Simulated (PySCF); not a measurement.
Bonds (- single, = double, # triple, : aromatic): O1=N2 1.172 Å, N2-O3 1.172 Å, N2-F4 1.428 Å. Formal charges: N2 +1, O3 -1.

Geometry: PBE0-D3(BJ)/def2-SVP; GIAO absolute shieldings from PySCF 2.14.0 with density-fitted response routines, gas phase, non-relativistic, averaged over equivalent atoms.

At PBE0/pcSseg-1 (68 basis functions, 4.9 s wall time on 1 thread of an Arm Neoverse N1, shared host):
```json
{"atoms": "O1/O3", "σ (ppm)": "-135.2"}
{"atoms": "N2", "σ (ppm)": "-60.7"}
{"atoms": "F4", "σ (ppm)": "-191.7"}
```

Predict the values at KT3/pcSseg-2 on the same geometry.

## Answers


```
atoms  σ at KT3/pcSseg-2  change
O1/O3             -109.2   +26.0
   N2              -53.0    +7.7
   F4             -180.3   +11.4
```

The largest change is at O1/O3 (oxygen bonded to N). Cost: 144 basis functions, 11 s wall time on 1 thread of an Arm Neoverse N1, shared host.
